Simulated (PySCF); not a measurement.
**Where the electron goes**

C5H5N.
Structure used (GFN2-xTB), in Å, numbered top down from 1:
```
atom  x, y, z in Å
C1     2.3995    0.2548   -0.0447
C2     0.9899   -0.0612   -0.0849
C3    -0.1756   -0.3452   -0.1321
C4    -1.5704   -0.6556   -0.1648
C5    -2.5712    0.4060   -0.1504
N6    -2.4582   -0.1603    0.9572
H7     2.6004    0.9396    0.7785
H8     2.9803   -0.6552    0.1032
H9     2.7074    0.7240   -0.9791
H10   -1.8273   -1.6237   -0.5855
H11   -3.0694    1.1794   -0.6835
```

Theory: PySCF, TDDFT PBE0/def2-SVPD, vertical, gas phase, core orbitals frozen in the response.

Kohn–Sham orbitals with the atoms that hold most of them (Löwdin shares over 4%, at most four atoms; ? is withheld):

```
orbital  ε (eV)                           atoms
 LUMO+2    0.83  C1 22%, C2 20%, C3 14%, H7 10%
 LUMO+1    0.76  C2 19%, C1 17%, C3 15%, H9 10%
   LUMO   -0.81   C5 41%, N6 38%, H11 8%, C4 7%
   HOMO   -6.90                               ?
 HOMO-1   -7.60                               ?
 HOMO-2   -9.04  N6 32%, C4 20%, C3 19%, C5 11%
 HOMO-3   -9.20  N6 39%, C5 26%, C4 17%, H10 9%
```

(1) Give the leading atoms of the HOMO-1.

(2) Give the leading atoms of the HOMO.

(3) How does S1 compare with the orbital gap of 6.09 eV?

(4) One configuration dominates each of S1, S2 and S6. Which, and how do the shares of the two leading atoms of either orbital change from the occupied to the empty one?

## Answers

(1) C3 (bonded to 2 C) 39%; C2 (bonded to 2 C) 37%; C1 (bonded to C and 3 H) 8%; C4 (bonded to 2 C, N and H) 5%.

(2) C2 (bonded to 2 C) 28%; C3 (bonded to 2 C) 23%; N6 (bonded to 2 C) 16%; C4 (bonded to 2 C, N and H) 12%. By element: carbon 63% or more, nitrogen 16%.

(3) S1 is at 4.52 eV (f = 0.011), 1.57 eV below the gap, made of HOMO→LUMO (94%). 

(4) 
- S1 (4.52 eV, f 0.011), HOMO→LUMO (94%): C2 28% → at most 6%, C3 23% → at most 6%, C5 at most 12% → 41%, N6 16% → 38%
- S2 (5.52 eV, f 0.0001), HOMO-1→LUMO (97%): C3 39% → at most 6%, C2 37% → at most 6%, C5 at most 6% → 41%, N6 at most 6% → 38%
- S6 (6.66 eV, f 0.0017), HOMO-2→LUMO (78%): N6 32% → 38%, C4 20% → 7%, C5 11% → 41%
